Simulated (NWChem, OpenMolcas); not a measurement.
# How basis sets differ on CClF2 (chlorodifluoromethyl radical)

CClF2: 4 atoms, total charge 0, spin state doublet. SMILES: `F[C](F)Cl`. The shape is that of a PBE0-D4/def2-TZVP optimisation.

Quantity: the dipole moment, in D. The values are calculated.

| level | kind | program | value (D) |
| --- | --- | --- | --- |
| UB3LYP/6-31G* (spherical functions) | global hybrid | OpenMolcas | 0.09 |
| UB3LYP/pcseg-1 | global hybrid | NWChem | 0.30 |
| UB3LYP/6-31G* (Cartesian functions) | global hybrid | OpenMolcas | 0.09 |
| UB3LYP/6-31+G* (spherical functions) | global hybrid | OpenMolcas | 0.43 |
| UB3LYP/pcseg-2 | global hybrid | NWChem | 0.40 |

The values span 0.09 to 0.43 D. Magnitudes only: a small dipole may point the other way at some levels.
